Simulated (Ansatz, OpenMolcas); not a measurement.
## SiN2H6 (SMILES NN[SiH3]): the vertical energy of the triplet above the singlet from total energies

The species is SiN2H6 (9 atoms), meant as a singlet with charge 0. SMILES: `NN[SiH3]`. The coordinates come from a PBE0-D4/def2-TZVP relaxation. This is one conformer, not always the lowest.

| atom | x (Å) | y (Å) | z (Å) |
| --- | --- | --- | --- |
| N | -0.5588 | 0.9250 | -1.2031 |
| N | -0.2855 | 0.7082 | 0.1597 |
| Si | 0.4084 | -0.7366 | 0.7675 |
| H | 0.2679 | 0.7613 | -1.7675 |
| H | -1.2905 | 0.2976 | -1.5156 |
| H | -0.3775 | 1.5493 | 0.7018 |
| H | 1.7292 | -1.0400 | 0.1396 |
| H | -0.4698 | -1.9073 | 0.4845 |
| H | 0.5765 | -0.5573 | 2.2330 |

Both states at this one shape; open shells run unrestricted unless said. 1 Eh = 27.2114 eV.

| level | program | singlet SiN2H6 (Eh) | triplet SiN2H6 (Eh) |
| --- | --- | --- | --- |
| BLYP/6-311+G** | Ansatz | -402.572282 | -402.382801 |
| revPBE/6-311+G** | Ansatz | -402.520187 | -402.330611 |
| M06-2X/6-311+G** | OpenMolcas | -402.540511 | -402.329111 |

Work out the vertical gap, second state less first, at each level.


1. BLYP/6-311+G**: -402.382801 − (-402.572282) = 0.189481 Eh = 5.16 eV.
2. revPBE/6-311+G**: -402.330611 − (-402.520187) = 0.189576 Eh = 5.16 eV.
3. M06-2X/6-311+G**: -402.329111 − (-402.540511) = 0.211400 Eh = 5.75 eV.

No measured value is set beside it here; the levels span 5.16 to 5.75 eV.
